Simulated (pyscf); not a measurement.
PySCF, gas phase, ωB97X-D3(BJ)/def2-SVP geometries. Correlated levels are frozen-core, on RHF or UHF. ΔMP2 is the change of the MP2 total energy from the triple- to the quadruple-zeta basis.

Problem. How much does it cost (ΔH, 298 K, CCSD(T)/def2-TZVPP + ΔMP2(QZVPP)) to split Cl–I at its Cl–I bond into Cl• + I•?

Solution. Cl–I to Cl• + I•: 2.38 eV. The CCSD(T) − MP2 part came from Ansatz, without density fitting, on the same reference. The frozen core leaves the outer d or s,p core shells of the metals and heavy elements correlated in the MP2 and CC values, and def2-TZVPP describes them poorly, which can shift differences by a few kcal/mol. Left out: the spin-orbit lowering of Cl, I, which is large for Br, Se, Te and I. Elements past Kr carry the def2 core potentials, without spin-orbit coupling.
